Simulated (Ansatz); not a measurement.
Geometry optimisation, Ansatz 0.2.0, RKS BHLYP-D4/def2-mTZVP.

input.yaml

```yaml
crystal:
  periodic: [false, false, false]
  atoms:
    - { symbol: B, position_ang: [0.128129, -0.598611, -0.194306] }
    - { symbol: H, position_ang: [-0.156625, 0.497016, 1.918395] }
    - { symbol: H, position_ang: [1.085172, 0.095788, -0.28177] }
    - { symbol: F, position_ang: [-1.018994, -0.115835, -0.623882] }
    - { symbol: P, position_ang: [0.193173, -2.340771, 0.592135] }
    - { symbol: H, position_ang: [-0.705611, -2.991379, -0.27497] }
    - { symbol: H, position_ang: [1.376406, -2.77981, -0.03187] }
    - { symbol: H, position_ang: [-0.117249, -0.188798, 2.073568] }
basis:
  gaussian: { orbitals: def2-mTZVP }
hamiltonian:
  xc: { name: BHLYP }
  dispersion: d4
relax:
  f_tol: 0.03
  max_steps: 50
output:
  orbitals: {}
```

Launched with:

```bash
$ ansatz run input.yaml --threads 1 --pin off --max-ram 2048MiB --backend cpu --events-out ev --progress --plain --runs-dir out
```

Where does it end, and by what steps?

It converged. After 7 steps the energy has fallen by 0.169 eV; H8 moved furthest, 0.73 Å.

| step | energy less start (eV) | largest force component (eV/Å) | accepted |
| --- | --- | --- | --- |
| 0 | 0.0000 | 1.391 | yes |
| 1 | -0.1107 | 0.281 | yes |
| 2 | -0.1495 | 0.265 | yes |
| 3 | -0.1602 | 0.279 | yes |
| 4 | -0.1626 | 0.332 | yes |
| 5 | -0.1675 | 0.080 | yes |
| 6 | -0.1685 | 0.066 | yes |
| 7 | -0.1689 | 0.025 | yes |

```xyz
8
Properties=species:S:1:pos:R:3
B 0.156 -0.749 -0.365
H -0.253 0.945 2.385
H 1.109 -0.049 -0.411
F -0.996 -0.240 -0.750
P 0.221 -2.505 0.384
H -0.681 -3.153 -0.479
H 1.413 -2.930 -0.229
H -0.186 0.259 2.643
```

Time of the run: 43 s on 1 thread of Intel(R) Xeon(R) Platinum 8175M CPU @ 2.50GHz (Skylake/Cascade Lake), with other jobs on the host, peak memory 0.15 GiB.
